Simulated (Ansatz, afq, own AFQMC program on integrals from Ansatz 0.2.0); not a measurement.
# Breaking Si5–Cl6 in C₂H₈ClNSi₂, singlet

```xyz
14

C    -1.6489   -0.8315    1.2670
C    -1.1704   -1.5796    0.2658
Si    0.0977   -0.9623   -0.9605
N     0.3071    0.7758   -0.8703
Si    1.5272    1.6929   -0.0737
Cl    0.9612    2.2806    1.8469
H    -2.3903   -1.2150    1.9772
H    -1.3102    0.1984    1.4290
H    -1.5409   -2.6090    0.1615
H    -0.3346   -1.3357   -2.3434
H     1.4383   -1.5680   -0.6974
H    -0.4782    1.3191   -1.2238
H     2.7412    0.8490    0.0648
H     1.7878    2.9559   -0.8143
```

Products: C2H8NSi2 (doublet; CH2–CH–SiH2–NH–SiH2) and Cl (doublet), each relaxed with PBE0/def2-SVP like the molecule; electronic energies without zero-point terms. Determinants: RHF, UHF and UHF in that order.

Basis def2-SVP. Noble-gas cores (and the filled d shells of Ga–Kr and In–Xe) are frozen. Integrals, coupled cluster, full CI and functionals: Ansatz 0.2.0; the random walks run on the same integrals in our own AFQMC program. ph-AFQMC/CISD is guided by a CISD state made of CCSD amplitudes; releasing the constraint for a short imaginary time cuts its bias at the price of noise, slowly where states lie close. Uncertainties: one standard error, sampling alone. The errors of all members are added in quadrature.

No full CI on the walks' own integrals is used here. The released AFQMC energy serves as the reference, which it does only where one determinant dominates, the energy is flat over the last release times and near the phaseless one (40 meV or 2 meV an electron, half that with transition metals). On small molecules, where full CI could be run and the noise was under 10 meV, such values lay within 10 meV of it in 19 cases of 20, a flattering rate, since the rule was set on those same cases; what remains of the bias isn't in the error bar. Each member takes its own surest rung, up to full CI.

The best estimate is CCSD(T) at the basis-set limit (CBS: def2-TZVPP and def2-QZVPP, with their diffuse functions for anions and beside diffuse sets, MP2 extrapolated, CCSD(T) minus MP2 from TZVPP) plus the step from CCSD(T) to AFQMC with the constraint released in def2-SVP. Rows without CBS are in def2-SVP, the functionals in def2-TZVP; B2PLYP and the wave-function rows carry a basis error of their own. Core correlation and relativity beyond core potentials are missing, and ± holds the sampling alone.

Cautions: C₂H₈ClNSi₂ (singlet): the released value is read at 0.63 1/Eh with a noise of 23 meV, more than in the cases checked, later times being too noisy (meV from the phaseless value at times in 1/Eh: -24 ± 24 at 0.21, -55 ± 19 at 0.42, -56 ± 23 at 0.63, -40 ± 33 at 0.90); C₂H₈NSi₂ (doublet): the released value is read at 0.90 1/Eh with a noise of 27 meV, more than in the cases checked (meV from the phaseless value at times in 1/Eh: 0 ± 18 at 0.21, -24 ± 19 at 0.42, -63 ± 15 at 0.63, -50 ± 27 at 0.90).

Best estimate: 490.6 ± 3.5 kJ/mol.

```json
{"level": "HF", "bond energy (kJ/mol)": "367.3", "error against the best estimate (kJ/mol)": "-123.2 ± 3.5"}
{"level": "MP2", "bond energy (kJ/mol)": "460.3", "error against the best estimate (kJ/mol)": "-30.3 ± 3.5"}
{"level": "CCSD", "bond energy (kJ/mol)": "438.2", "error against the best estimate (kJ/mol)": "-52.4 ± 3.5"}
{"level": "CCSD(T)", "bond energy (kJ/mol)": "443.1", "error against the best estimate (kJ/mol)": "-47.4 ± 3.5"}
{"level": "ph-AFQMC/CISD", "bond energy (kJ/mol)": "443.9 ± 2.2", "error against the best estimate (kJ/mol)": "-46.6 ± 4.1"}
{"level": "released AFQMC", "bond energy (kJ/mol)": "444.1 ± 3.5", "error against the best estimate (kJ/mol)": "-46.4"}
{"level": "HF/CBS", "bond energy (kJ/mol)": "371.8", "error against the best estimate (kJ/mol)": "-118.7 ± 3.5"}
{"level": "MP2/CBS", "bond energy (kJ/mol)": "512.8", "error against the best estimate (kJ/mol)": "22.3 ± 3.5"}
{"level": "CCSD(T)/CBS", "bond energy (kJ/mol)": "489.5", "error against the best estimate (kJ/mol)": "-1.1 ± 3.5"}
{"level": "PBE", "bond energy (kJ/mol)": "468.5", "error against the best estimate (kJ/mol)": "-22.0 ± 3.5"}
{"level": "r2SCAN", "bond energy (kJ/mol)": "471.7", "error against the best estimate (kJ/mol)": "-18.8 ± 3.5"}
{"level": "PBE0", "bond energy (kJ/mol)": "469.4", "error against the best estimate (kJ/mol)": "-21.2 ± 3.5"}
{"level": "B3LYP", "bond energy (kJ/mol)": "454.4", "error against the best estimate (kJ/mol)": "-36.2 ± 3.5"}
{"level": "wB97M-V", "bond energy (kJ/mol)": "493.0", "error against the best estimate (kJ/mol)": "2.4 ± 3.5"}
{"level": "B2PLYP", "bond energy (kJ/mol)": "467.9", "error against the best estimate (kJ/mol)": "-22.7 ± 3.5"}
```

Correlation beyond CCSD(T) changes it by less than twice the noise. Going to the basis-set limit adds 46.3 kJ/mol at CCSD(T). The perturbative (T) step is worth +5.0 kJ/mol. The functionals spread over 38.6 kJ/mol; wB97M-V comes nearest and B3LYP is 36.2 kJ/mol too low.

Best estimates are given only where the step beyond CCSD(T) is under 0.3 eV and no member's determinant is very poor (T1 over 0.05, or 0.07 for open shells, ⟨S²⟩ too high by 0.3, two states mixed), so the hardest cases are missing from such tables.

The functionals ran in a triple-zeta set and keep a basis error of their own, a few kJ/mol for each bond in atomization energies and more for double hybrids, so close places among them and the extrapolated levels can swap.

Each member of a difference takes its own highest rung, so a best estimate needn't equal the limit plus the step of one row. Released energies are given only where the last usable release times agree within the noise; a slower fall can still hide under it.
